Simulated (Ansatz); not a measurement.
# AlBH2: the cost of one run

Method: the settings change from run to run; program: Ansatz 0.2.0, Gaussian basis.

13 further runs of the same task are left out: 6 that didn't finish, 7 set aside as unsound or not needed. Runs told in other sessions of the task aren't counted.

## 1. The system

The geometry is a PBE0/def2-TZVP stationary point (not a proven minimum).

4 atoms, charge 0, spin multiplicity 1.

Atoms are counted from 1 here; the program's logs count them from 0.

Bond lengths: B1–Al2 2.240 Å, B1–H3 1.206 Å, B1–H4 1.206 Å. Angles: Al2–B1–H3 123.6°, Al2–B1–H4 123.6°, H3–B1–H4 112.9°.

Geometry (Å):

```xyz
4

B     0.00000    0.00000    1.48479
Al    0.00000    0.00000   -0.75567
H     0.00000    1.00498    2.15142
H     0.00000   -1.00498    2.15142
```

## 2. CCSD on RHF/pcseg-2

Input file in.yaml:

```yaml
crystal:
  periodic: [false, false, false]
  atoms:
    - {symbol: B, position_ang: [0.000000, 0.000000, 1.484785]}
    - {symbol: Al, position_ang: [0.000000, 0.000000, -0.755666]}
    - {symbol: H, position_ang: [0.000000, 1.004980, 2.151421]}
    - {symbol: H, position_ang: [0.000000, -1.004980, 2.151421]}
basis:
  gaussian: {orbitals: pcseg-2}
magnetization: {spin_polarized: false}
correlation: {method: ccsd, electrons: valence}
output: {forces: true}
```

Run with:

```sh
ansatz run in.yaml --threads 1 --pin off --events-out ev --progress --plain --max-ram 2393MiB
```

Q: Estimate wall time and peak memory on 1 thread of Arm Neoverse V1, shared host.

About 6 s, with a peak of 0.29 GiB.
